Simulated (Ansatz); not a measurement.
## Several solutions for triplet N₂

```xyz
2

N     0.0000    0.0000    0.0000
N     0.0000    0.0000    1.2900
```

Basis set: def2-SVP (spherical functions). Charge 0, multiplicity 3.

ROHF was run from several starts with Ansatz (development build ahead of 0.2.0).

```tsv
run	program	start	converged	energy (hartree)	<S²>
A	Ansatz	atomic start, no search	yes	-108.55035	2.00
B	Ansatz	stability test followed	yes	-108.63970	2.00
C	Ansatz	search for the lowest state	yes	-108.63970	2.00
```

**Question.** Which runs reached the lowest solution of this kind, and what is wrong with the others?

**Answer.** B, C reached the lowest solution found. Converged but too high: A by 2.43 eV. Convergence only shows a stationary point, and even a stable one can lie too high; stability tests and further starts are what find lower ones. Caution: another spin multiplicity may lie lower.
